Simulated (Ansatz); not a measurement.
A run of Ansatz (development build ahead of 0.2.0) on doublet C2H5 at this shape:

```xyz
7

C    -0.0144   -0.6946    0.0000
C    -0.0144    0.7945    0.0000
H     1.0061   -1.1040    0.0000
H    -0.5170   -1.0936    0.8848
H    -0.5170   -1.0936   -0.8848
H     0.1001    1.3461    0.9237
H     0.1001    1.3461   -0.9237
```

Its results:

- Converged: yes
- Total energy: -78.62850 hartree
- Spin squared of the determinant: 0.763
- Stability test: minimum

(1) Which input gives this output? Name the method, the orbitals and the basis set, and write the input.

Answers

(1) UHF in def2-TZVP.

```yaml
crystal:
  periodic: [false, false, false]
  atoms:
    - { symbol: C, position_ang: [-0.0144, -0.6946, 0.0] }
    - { symbol: C, position_ang: [-0.0144, 0.7945, 0.0] }
    - { symbol: H, position_ang: [1.0061, -1.104, 0.0] }
    - { symbol: H, position_ang: [-0.517, -1.0936, 0.8848] }
    - { symbol: H, position_ang: [-0.517, -1.0936, -0.8848] }
    - { symbol: H, position_ang: [0.1001, 1.3461, 0.9237] }
    - { symbol: H, position_ang: [0.1001, 1.3461, -0.9237] }
basis:
  gaussian: { orbitals: def2-TZVP }
magnetization:
  spin_polarized: true
  initial_magnetization: 1
hamiltonian:
  xc: hf
```
